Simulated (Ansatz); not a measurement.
Mulliken charges of C₂H₇P, SMILES `CPC` from ωB97M-V/def2-TZVPP in Ansatz (PBE0-D4/def2-TZVP geometry).

```tsv
atom	x (Å)	y (Å)	z (Å)	charge (e)
C1	-0.940	0.563	-0.912	-0.405
P2	0.643	0.852	-0.011	0.048
C3	0.650	-0.610	1.112	-0.405
H4	-1.044	-0.462	-1.275	0.117
H5	-1.005	1.250	-1.758	0.127
H6	-1.772	0.786	-0.241	0.126
H7	1.509	0.315	-1.002	0.021
H8	-0.093	-0.454	1.898	0.126
H9	1.626	-0.693	1.593	0.127
H10	0.426	-1.547	0.597	0.117
```

Task: By hand: the dipole of these point charges (1 e Å = 4.8032 D).

Result: Σ q r = (-0.048, -0.056, 0.006) e Å, of length 0.074 e Å = 0.36 D.

Task: How does the dipole of the full density compare? (Best estimate.)

Result: The calculation gave: (-0.125, -0.220, -0.030) e Å, 1.22 D; the point charges give 0.30 times that, at 16° from its direction.

Point charges leave out the atoms' own dipoles, such as those of lone pairs, and Mulliken's split depends on the basis, so the two needn't agree.
